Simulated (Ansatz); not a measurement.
Calculated with Ansatz (gas phase, PBE0-D4/def2-TZVP geometries, no zero-point term in ΔE). CCSD(T)/CBS adds triple-zeta CCSD(T) − MP2 to the extrapolated MP2 energy (def2 sets, frozen cores). This one scheme is used for every species, atoms too. DFT in def2-TZVPP. B3LYP here is the variant with VWN-RPA as its local correlation; programs differ in this. Open shells (•) are unrestricted, without spin–orbit coupling. Spin–orbit coupling would lower the free atoms: a little for F. One conformer a species, not always the lowest.

Reaction (homolysis of the C–F bond): `CCOCCF` → `[CH2]COCC`• + F•

```json
{"species": "`CCOCCF`", "B3LYP energy (Eh)": "-333.03907"}
{"species": "`[CH2]COCC`•", "B3LYP energy (Eh)": "-233.08710"}
{"species": "F•", "B3LYP energy (Eh)": "-99.77015"}
```

(1) Work out ΔE.

Largest T1 diagnostic among the species: 0.011.

## Answers

(1) ΔE = (-233.08710) + (-99.77015) − (-333.03907) = 0.18182 Eh = +114.1 kcal/mol. CCSD(T)/CBS gives +118.4 kcal/mol.

In def2-TZVPP, CCSD(T) changes the Hartree–Fock value by +39.0 kcal/mol (the triples alone add +2.8 kcal/mol) and MP2 by +46.3 kcal/mol; breaking electron pairs costs correlation energy, which Hartree–Fock lacks. From PBE to PBE0 (25 % exact exchange), in def2-TZVPP and without D4, ΔE moves by −5.8 kcal/mol: exact exchange takes away binding that semilocal exchange gives to molecules.
